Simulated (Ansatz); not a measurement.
# Structure relaxation of CsGe₂

Level of theory: Ansatz, DFT PBE, scalar-relativistic, plane waves, PAW.

The start puts CsGe₂ on the anti-cuprite structure type (Pn-3m, No. 224), with Cs in place of O, Ge in place of Cu, at a guessed volume.

The final relaxation ran on this input, with the default PAW datasets:

```yaml
crystal:
  lattice:
    - [7.358391584, 0.0, 0.0]
    - [0.0, 7.358391584, 0.0]
    - [0.0, 0.0, 7.358391584]
  atoms:
    - { symbol: Cs, position: [0.0, 0.0, 0.0] }
    - { symbol: Cs, position: [0.5, 0.5, 0.5] }
    - { symbol: Ge, position: [0.25, 0.25, 0.25] }
    - { symbol: Ge, position: [0.25, 0.75, 0.75] }
    - { symbol: Ge, position: [0.75, 0.75, 0.25] }
    - { symbol: Ge, position: [0.75, 0.25, 0.75] }
basis:
  ecutwfc: 420
kpoints:
  mp_grid: { grid: [6, 6, 6] }
hamiltonian:
  xc: pbe
scf:
  occupations: { method: gaussian, width: 0.1 }
output:
  forces: true
  stress: true
  eigenvalues: true
relax:
  adjacent_minimum: "off"
  f_tol: 0.01
  max_steps: 80
  cell: { stress_tol: 0.05 }
```

Launched as:

```bash
ansatz run input.yaml --threads 1 --pin off --max-ram 2560MiB --backend cpu --events-out ev --progress --plain --runs-dir out
```

It took 110 s on 1 thread of Arm Neoverse V1, on a shared host, peak memory 0.69 GiB.

The program printed at the end:

```
SCF converged after 10 iterations
Free energy (F): -28509.507990 eV
Harris-Foulkes:  -28509.507990 eV  (|F-HF|=1.46e-11)
Internal energy: -28509.448575 eV  (E = F + TS)
E sigma→0 (E₀):  -28509.478282 eV
Entropy (-TS):   -0.059415 eV (-9.902 meV/atom)
Fermi energy:    1.210848 eV
--- Per-component energies (eV) ---
  E_band       = -1177.095453
  E_kinetic    = 714.618299
  E_local      = -13460.066871  (includes V_loc(G=0)·N_el)
  E_nonlocal   = 1715.141652
  E_hartree    = 5801.021902
  E_xc         = -638.074709
  E_vxc        = -493.004749  (∫ρ·V_xc dr)
  E_paw        = -18192.481954  (= ΣΔE_a)
  E_vpaw       = -1255.828805  (= ΣTr[D̂ρ^β])
  E_aug_tail   = 0.001173  (compensation charges beyond the density's cutoff)
  E_ewald      = -4449.608066
  E_smearing   = -0.059415  (= −TS)
  E_closure    =  0.000000  (closes the sum)
  Σ components = -28509.507990   (vs F -28509.507990, Δ=0.00e0)
--- Forces (eV/Å), atoms counted from 1 ---
  atom   1  Cs     0.00000000     0.00000000     0.00000000
  atom   2  Cs     0.00000000     0.00000000     0.00000000
  atom   3  Ge     0.00000000     0.00000000     0.00000000
  atom   4  Ge     0.00000000     0.00000000     0.00000000
  atom   5  Ge     0.00000000     0.00000000     0.00000000
  atom   6  Ge     0.00000000     0.00000000     0.00000000
  max |Σ_I F_I| component: 2.31e-18 eV/Å
--- Stress (GPa, compression-positive) ---
        0.005100       0.000000       0.000000
        0.000000       0.005100       0.000000
        0.000000       0.000000       0.005100
  P = ⅓ Tr σ = 0.0051 GPa (0.051 kbar)
--- Relaxed structure (3 steps of the walk, 3 accepted, 1 SCFs on fresh bases) ---
  F+E_penalty+E_count = -28509.50798991 eV   max|allowed force component| = 1.272e-17 eV/Å   (the final SCF, on the basis selected at the relaxed cell)
  cell:  # Å, volume = 409.2090 Å³
    - [7.424178, 0.000000, 0.000000]
    - [0.000000, 7.424178, 0.000000]
    - [0.000000, 0.000000, 7.424178]
  atoms:
    - { symbol: Cs, position: [0.000000, 0.000000, 0.000000] }
    - { symbol: Cs, position: [0.5, 0.5, 0.5] }
    - { symbol: Ge, position: [0.25, 0.25, 0.25] }
    - { symbol: Ge, position: [0.25, 0.75, 0.75] }
    - { symbol: Ge, position: [0.75, 0.75, 0.25] }
    - { symbol: Ge, position: [0.75, 0.25, 0.75] }
```

Total energies depend on the potentials used, so only differences within one code and one set of settings carry meaning.

The result has space group Pn-3m (No. 224). Cs is coordinated by 4 Ge at 3.21 Å; around Ge lie 2 Cs at 3.21 Å.

Against the elements it lies at 2.00 eV/atom. Energies over the elements count from the elements' standard structures at the same level, with no empirical corrections.

The k mesh leaves about 4 meV/atom of noise in metals.

Symmetry constrained the relaxation, so the result can be a saddle point.